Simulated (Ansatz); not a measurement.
A structure relaxed at PBE0-D4/def2-TZVP, charge 0, multiplicity 1:

Cartesian coordinates in Å:
```
C 0.1333 -1.6384 0.5569
C 0.1223 -0.3473 0.2728
C -0.4135 0.5033 -0.7840
C 0.0472 1.6487 -0.2621
F -0.0246 2.8959 -0.6372
S 0.8504 1.0355 1.1862
H 0.6229 -2.0233 1.4417
H -0.3562 -2.3453 -0.1028
H -0.9819 0.2707 -1.6715
```

Q: Give its formula and SMILES.

A: C4H3FS, `C=C1C=C(F)S1`.

Q: Point group (tolerance 0.08 Å, 0.16 Å for H)?

A: Cs.

Q: Summarise the bond lengths by kind.

A: 3 × C–C 1.322 to 1.459 Å; 3 × C–H 1.079 to 1.084 Å; 2 × C–S 1.766 to 1.810 Å; 1 × C–F 1.304 Å.

Program: Ansatz 0.2.0.
